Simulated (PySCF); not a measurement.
PySCF input (M06-2X/6-311+G**):

```python
from pyscf import gto, dft

mol = gto.M(
    atom='''
    C     0.37929460    0.55476049    0.30227314
    C     0.02534738   -0.76307343   -0.03003155
    O     0.69996098    1.63440694   -0.15189047
    O    -1.12129664   -1.30302412   -0.06769073
    H     0.94283335   -1.40118499    0.12320002
    ''',
    basis='6-311+g**',
    charge=-1,
    spin=0,
    verbose=4,
)

mf = dft.RKS(mol, xc='m062x')
mf.grids.level = 4
mf.conv_tol = 1e-9
mf.max_cycle = 100
mf.max_memory = 1500
mf.kernel()
if not mf.converged:
    mf = mf.newton()
    mf.kernel(mf.make_rdm1())
mf.dip_moment()
```

### Question
What final total energy does it give?

### Answer
-227.19851 Eh.
